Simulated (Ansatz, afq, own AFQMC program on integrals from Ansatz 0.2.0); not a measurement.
Integrals from Ansatz 0.2.0, then the random walk in our own AFQMC program (afq).

```yaml
crystal:
  periodic: [false, false, false]
  atoms:
    - {symbol: Cu, position_ang: [0.000000, 0.014661, 0.380674]}
    - {symbol: O, position_ang: [0.000000, -0.107274, -1.400192]}
    - {symbol: H, position_ang: [0.000000, 0.778503, -1.774019]}
basis:
  gaussian: {orbitals: def2-TZVP}
total_charge: 1
magnetization: {spin_polarized: true, initial_magnetization: 1}
correlation: {method: ccsd_t, electrons: outside_noble_gas, hamiltonian_folder: ham}
```

```sh
$ ansatz run in.yaml --threads 1 --pin off --events-out ev --progress --plain --max-ram 24576MiB --backend cuda --devices 0, --max-vram 18GiB
```

afq runs on the folder ham with

```
--method phaseless --trial hf --walkers 4000 --populations 20 --least-time 40 --time-step 0.005 --steps-per-block 20 --equilibration-blocks 160 --max-blocks 4000 --target-error 0.0012000 --factor-cut 1e-05 --start spin_pure --seed 9882 --taylor-order 6
```

Times are imaginary, in 1/Eh. The walk had a cap of 141 s. With eight or more populations the least sampling time is a fifth of least-time, and the error comes from their spread.

afq prints:

```
orbitals 72  electrons 9 8  factors 583 of 725
reference energy -1714.11991588 Eh
CCSD correlation -0.56098236 Eh in 20 cycles, weight of the determinant in the CISD state 0.8297
energy of the start -1714.120144 Eh
 block  time / (1/Eh)  mean weight  energy / Eh
     1     0.100  1.0058  -1714.400446
     2     0.200  1.0060  -1714.514605
     3     0.300  1.0043  -1714.575001
     4     0.400  1.0037  -1714.611725
     5     0.500  1.0029  -1714.628006
    10     1.000  1.0010  -1714.667824
    51     5.100  1.0007  -1714.704464
    81     8.100  1.0002  -1714.697893
   101    10.100  0.9989  -1714.705926
   151    15.100  0.9999  -1714.703047
   191    19.100  1.0010  -1714.742123
   201    20.100  1.0000  -1714.716930
   251    25.100  0.9994  -1714.712504
   301    30.100  1.0007  -1714.736975
   351    35.100  1.0002  -1714.708309
   401    40.100  1.0004  -1714.722258
   421    42.100  0.9999  -1714.716214
error from the spread of 20 populations
energy -1714.721430 +/- 0.001186 Eh
(rows thinned)
```

The run passed its tests (sampling time, drift between the halves within three errors, error under three times the target), which doesn't prove that it has relaxed.

Against this walk (error 32.3 meV) on the same determinant: CCSD(T) 628.4 meV higher, a separate phaseless walk with a CISD trial and standard settings 600.3 ± 33.6 meV higher. The error is statistical and leaves out the bias of the constraint. None of these is a sure reference here.

Cautions: constraint bias not in the error; no relativity below Rb; outer-core shells of the metal frozen; higher spins were not checked; raised T1 diagnostic (T1 0.049, weight of the determinant 0.83, largest double 0.04).

The walk took 91 s on 1 × NVIDIA H100 80GB HBM3 with 1 thread of AMD EPYC 7R13 Processor (Zen 3), with other jobs on the host (the card was shared). The log's last line is the phaseless energy.

A walk keeps the symmetry of its determinant, which the program's search chose and which needn't be the lowest solution, so a lower state of the same spin and another symmetry isn't excluded.
